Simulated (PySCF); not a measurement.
Molecule: SMILES CCS(C)(=O)=O, C3H8O2S.

Mapped SMILES: `[CH3:1][CH2:2][S:3]([CH3:4])(=[O:5])=[O:6]` (H(Xn): hydrogen on atom n).

Geometry PBE0-D3(BJ)/def2-SVP throughout; GIAO in PySCF 2.14.0 with density-fitted response routines, gas phase, one conformer, non-relativistic; equivalent atoms averaged; functional PBE0.

For orientation, cc-pVTZ gives these absolute shieldings σ: C2 134.7, C4 144.1, C1 182.6, S3 217.1, O5/O6 131.2, H(C4) 28.74, H(C2) 28.61, H(C1) 29.88 ppm.

A run gave: C2 133.3, C4 143.0, C1 181.8, S3 140.3, O5/O6 120.9, H(C4) 28.94, H(C2) 28.79, H(C1) 30.09 ppm (absolute shieldings σ).

Problem. Which basis set was used in that run?
A. def2-TZVP
B. IGLO-III
C. pcSseg-0
D. pcSseg-1

Solution. A. S3 tells them apart best: def2-TZVP gives 140.3, IGLO-III gives 174.4, pcSseg-0 gives 232.3, pcSseg-1 gives 194.9 ppm.
